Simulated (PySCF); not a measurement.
Argon: a sound run and one with changed settings

Sound run: Ar [Ar], Ar⁺ [Ne] 3s2 3p5. Computed with PySCF 2.14 in cc-pV(D+d)Z, with no relativity, point nucleus. In the sound run the correlated levels freeze [Ne]. The sound run starts from symmetry-adapted Hartree-Fock orbitals and uses a fine grid where one is needed.

A second run was set up differently.

```tsv
species	method	sound run (hartree)	changed run (hartree)	converged
Ar	MP2	-526.94457	-526.91588	yes
Ar	CCSD(T)	-526.95954	-526.92783	yes
Ar⁺	MP2	-526.37749	-526.34055	yes
Ar⁺	CCSD(T)	-526.39820	-526.35363	yes
```

Ionisation energy of Ar:

```json
{"method": "UHF", "sound run (eV)": "14.670", "changed run (eV)": "14.670"}
{"method": "MP2", "sound run (eV)": "15.431", "changed run (eV)": "15.655"}
{"method": "SCS-MP2", "sound run (eV)": "15.340", "changed run (eV)": "15.607"}
{"method": "CCSD", "sound run (eV)": "15.270", "changed run (eV)": "15.611"}
{"method": "CCSD(T)", "sound run (eV)": "15.275", "changed run (eV)": "15.625"}
```

Task: What was changed?
A. a valence shell is frozen
B. basis contracted for another Hamiltonian
C. all electrons correlated in a valence basis
D. level shift left on

Result: A. Freezing a valence shell removes pair correlation that changes on ionisation.
